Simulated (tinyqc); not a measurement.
Worked calculation: MP2 on RHF in the sto-3g basis, frozen core, for H2O, spin multiplicity 1. One step of it, computed by the program tinyqc.

Problem. Orthogonalisation. S = U s U^T; canonical form X = U s^(-1/2), so that X^T S X = 1. Each column of U has its largest component positive (the first on a tie).

overlap S, lower triangle:
```
           1O 1s     1O 2s    1O 2px     1O 2py    1O 2pz     2H 1s     3H 1s
1O 1s   1.000000
1O 2s   0.236704  1.000000
1O 2px  0.000000  0.000000  1.000000
1O 2py  0.000000  0.000000  0.000000   1.000000
1O 2pz  0.000000  0.000000  0.000000   0.000000  1.000000
2H 1s   0.040604  0.399914  0.000000   0.286704  0.200011  1.000000
3H 1s   0.040604  0.399914  0.000000  -0.286704  0.200011  0.172956  1.000000
```

Give: eigenvalues of S; X.

Solution.

eigenvalues of S: 0.4205  0.4989  0.8909  1.0000  1.0921  1.3281  1.7695

X:
```
              1        2        3       4        5        6       7
1O 1s   -0.3420   0.0000   0.7373  0.0000  -0.6126   0.0000  0.1790
1O 2s    1.0680   0.0000  -0.2781  0.0000  -0.2891   0.0000  0.4511
1O 2px   0.0000   0.0000   0.0000  1.0000   0.0000   0.0000  0.0000
1O 2py   0.0000   0.8906   0.0000  0.0000   0.0000   0.6745  0.0000
1O 2pz   0.4643   0.0000   0.6607  0.0000   0.6427   0.0000  0.1981
2H 1s   -0.6726  -0.7782  -0.1803  0.0000   0.1480   0.3860  0.3810
3H 1s   -0.6726   0.7782  -0.1803  0.0000   0.1480  -0.3860  0.3810
```
